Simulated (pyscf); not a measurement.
PySCF, gas phase, ωB97X-D3(BJ)/def2-SVP geometries.

SMILES: C1CC=CCC=1
```xyz
14

C     -1.2423     0.5482    -1.7480
C     -1.8001    -0.5858    -1.3170
C     -1.1467    -1.5109    -0.3244
C      0.2055    -1.0242     0.1258
C      0.7633     0.1098    -0.3052
C      0.1071     1.0381    -1.2929
H     -1.7794     1.1709    -2.4725
H     -2.7870    -0.8774    -1.6940
H     -1.0533    -2.5230    -0.7617
H     -1.8072    -1.6440     0.5534
H      0.7448    -1.6494     0.8466
H      1.7524     0.3990     0.0681
H      0.0083     2.0468    -0.8490
H      0.7682     1.1802    -2.1687
```
Charge 0, spin multiplicity 1.

Q: What are the homolytic bond dissociation enthalpies (298 K) of cyclic C₆H₈ (SMILES C1=CCC=CC1) at ωB97M-D3(BJ)/def2-TZVP, weakest first?

A: C–H to cyclic C₆H₇ (SMILES [CH]1C=CC=CC1) [doublet] + H•: 74.7 kcal/mol; C–H to cyclic C₆H₇ (SMILES [C]1=CCC=CC1) [doublet] + H•: 110.2 kcal/mol. Ring and multiple bonds, and those that leave no two simple radicals, are not listed. The radicals are drawn with the spin at the cut bond; how far it spreads was not checked. cyclic C₆H₇ (SMILES [C]1=CCC=CC1) [doublet] lies 35.0 kcal/mol over its isomer cyclic C₆H₇ (SMILES [CH]1C=CC=CC1) [doublet], and others may lie lower still (electronic energy, ωB97M-D3(BJ)). Other isomers of cyclic C₆H₇ (SMILES [CH]1C=CC=CC1) [doublet] were not searched in full and may lie lower.
